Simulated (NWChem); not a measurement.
System: ethylamine (C₂H₇N); SMILES CCN

NWChem input:

```
start job
memory heap 200 mb stack 900 mb global 1100 mb
geometry units angstroms noautosym nocenter noautoz
  C      0.257133    -1.234303    -0.036660
  C     -0.550611     0.048855     0.021743
  N      0.315113     1.209036    -0.076842
  H     -0.394639    -2.120851    -0.013795
  H      0.863657    -1.264657    -0.954275
  H      0.946343    -1.308474     0.821174
  H     -1.188702     0.030672     0.932941
  H     -1.249616     0.072622    -0.832095
  H     -0.232305     2.067003    -0.065718
  H      0.930145     1.256355     0.734456
end
basis spherical
  * library pcsseg-1
end
dft
  xc pbe0
  iterations 150
end
property
  shielding
end
task dft property
```

Coordinates come from a PBE0/def2-SVP optimisation.

GIAO values for the isolated, static molecule; σ is the absolute isotropic shielding, δ = σ(reference) − σ with the isolated reference molecule computed at the same levels (13C: tetramethylsilane, 1H: tetramethylsilane).

Atoms are numbered as in the input.

Q: Predict the main results of this run. (PBE0/pcSseg-1, GIAO.) Quantities: δ C1 (ppm); δ C2 (ppm); δ H4 (rotor mean) (ppm); δ H7 (ppm); δ H8 (ppm); δ H9 (ppm); δ H10 (ppm).

A: 
```json
{
 "δ C1 (ppm)": "19.5",
 "δ C2 (ppm)": "40.4",
 "δ H4 (rotor mean) (ppm)": "1.09",
 "δ H7 (ppm)": "2.92",
 "δ H8 (ppm)": "2.52",
 "δ H9 (ppm)": "0.51",
 "δ H10 (ppm)": "-0.23"
}
```
